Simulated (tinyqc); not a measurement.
Worked calculation: MP2 on RHF in the sto-3g basis, for H2O, spin multiplicity 1. One step of it, computed by the program tinyqc.

Problem. Iteration 9 (converged): orbitals. Diagonalise F' = X^T F X, C = X C', fill 5 alpha and 5 beta electrons from the bottom; D = 2 C_occ C_occ^T. Each column has its largest component positive (the first on a tie).

converged F (hartree), order 1O 1s, 1O 2s, 1O 2px, 1O 2py, 1O 2pz, 2H 1s, 3H 1s:
```
[[-20.254703, -5.163863, 0.000000, 0.000892, -0.025580, -0.812660, -0.909356],
 [-5.163863, -2.411842, 0.000000, 0.009237, -0.075933, -0.774247, -0.838965],
 [0.000000, 0.000000, -0.388000, 0.000000, 0.000000, 0.000000, 0.000000],
 [0.000892, 0.009237, 0.000000, -0.235565, 0.010476, -0.349753, 0.365839],
 [-0.025580, -0.075933, 0.000000, 0.010476, -0.277435, -0.320796, -0.333345],
 [-0.812660, -0.774247, 0.000000, -0.349753, -0.320796, -0.399462, -0.256488],
 [-0.909356, -0.838965, 0.000000, 0.365839, -0.333345, -0.256488, -0.444797]]
```

X, order 1O 1s, 1O 2s, 1O 2px, 1O 2py, 1O 2pz, 2H 1s, 3H 1s:
```
[[1.023647, -0.136997, 0.000000, 0.000637, -0.007589, 0.018417, 0.019745],
 [-0.136997, 1.159834, 0.000000, -0.008056, 0.073445, -0.211118, -0.236612],
 [0.000000, 0.000000, 1.000000, 0.000000, 0.000000, 0.000000, 0.000000],
 [0.000637, -0.008056, 0.000000, 1.073743, -0.003755, -0.170047, 0.182953],
 [-0.007589, 0.073445, 0.000000, -0.003755, 1.039118, -0.114194, -0.125237],
 [0.018417, -0.211118, 0.000000, -0.170047, -0.114194, 1.121359, -0.063768],
 [0.019745, -0.236612, 0.000000, 0.182953, -0.125237, -0.063768, 1.141829]]
```

Give: F' = X^T F X; orbital energies; coefficients C; D after iteration 9.

Solution.

F' = X^T F X (hartree):
```
[[-19.8799, -2.6856, 0.0000, 0.0016, -0.0536, -0.0865, -0.1100],
 [-2.6856, -1.3106, 0.0000, -0.0059, 0.1027, -0.3880, -0.4267],
 [0.0000, 0.0000, -0.3880, 0.0000, 0.0000, 0.0000, 0.0000],
 [0.0016, -0.0059, 0.0000, -0.0106, 0.0018, -0.3930, 0.4111],
 [-0.0536, 0.1027, 0.0000, 0.0018, -0.1506, -0.2942, -0.3103],
 [-0.0865, -0.3880, 0.0000, -0.3930, -0.2942, -0.0234, -0.0706],
 [-0.1100, -0.4267, 0.0000, 0.4111, -0.3103, -0.0706, -0.0145]]
```

orbital energies (hartree): [-20.2630, -1.2116, -0.5489, -0.4377, -0.3880, 0.4777, 0.5939]

coefficients C, order 1O 1s, 1O 2s, 1O 2px, 1O 2py, 1O 2pz, 2H 1s, 3H 1s:
```
[[0.9944, -0.2389, -0.0093, 0.0938, 0.0000, 0.1096, 0.0231],
 [0.0241, 0.8842, 0.0491, -0.4804, 0.0000, -0.6574, -0.1497],
 [0.0000, 0.0000, 0.0000, 0.0000, 1.0000, 0.0000, 0.0000],
 [-0.0002, -0.0094, 0.6074, 0.0300, 0.0000, -0.1565, 0.9061],
 [0.0032, 0.0873, -0.0391, 0.7456, 0.0000, -0.7282, -0.1366],
 [-0.0044, 0.1367, 0.4406, 0.3552, 0.0000, 0.8150, -0.5875],
 [-0.0049, 0.1521, -0.4635, 0.3022, 0.0000, 0.5804, 0.8644]]
```

D after iteration 9, order 1O 1s, 1O 2s, 1O 2px, 1O 2py, 1O 2pz, 2H 1s, 3H 1s:
```
[[2.1097, -0.4655, 0.0000, -0.0017, 0.1053, -0.0156, -0.0170],
 [-0.4655, 2.0309, 0.0000, 0.0141, -0.5656, -0.0565, -0.0671],
 [0.0000, 0.0000, 2.0000, 0.0000, 0.0000, 0.0000, 0.0000],
 [-0.0017, 0.0141, 0.0000, 0.7398, -0.0044, 0.5540, -0.5477],
 [0.1053, -0.5656, 0.0000, -0.0044, 1.1301, 0.5190, 0.5133],
 [-0.0156, -0.0565, 0.0000, 0.5540, 0.5190, 0.6780, -0.1522],
 [-0.0170, -0.0671, 0.0000, -0.5477, 0.5133, -0.1522, 0.6585]]
```
